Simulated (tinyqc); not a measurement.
Pariser-Parr-Pople SCF with singles CI, for the molecule N=CC=O (SMILES; centres numbered as the heavy atoms are written), step by step. One step of it, computed by the program tinyqc.

Problem. Singles CI, triplets. Over the 4 single excitations with the smallest orbital gaps: A = (e_a - e_i) delta - (ij|ab), with (pq|rs) = sum c_mp c_mq gamma_mn c_nr c_ns.

orbital energies (eV): -15.577761  -14.389630  -3.358078  0.482221

coefficients:
```
         MO1        MO2        MO3        MO4
1N  0.656231  -0.624785  -0.365229   0.213571
2C  0.394678  -0.178040   0.646238  -0.628416
3C  0.379441   0.325746   0.526549   0.687503
4O  0.519244   0.686903  -0.414403  -0.294653
```

repulsion gamma_rs (eV), lower triangle:
```
           1N         2C         3C         4O
1N  10.460000
2C   7.258666  10.040000
3C   5.138253   7.185558  10.040000
4O   3.719884   5.373149   7.970647  15.200000
```

Give: triplet CI matrix; triplet excitation energies.

Solution.

triplet CI matrix (eV), lower triangle:
```
         2>3      1>3      2>4     1>4
2>3   3.8431
1>3  -0.4370   4.9998
2>4  -0.5977  -1.6603   7.8495
1>4  -1.6603   0.0427  -0.6112  8.9497
```

triplet excitation energies (eV): 2.9451  4.5924  8.4604  9.6442
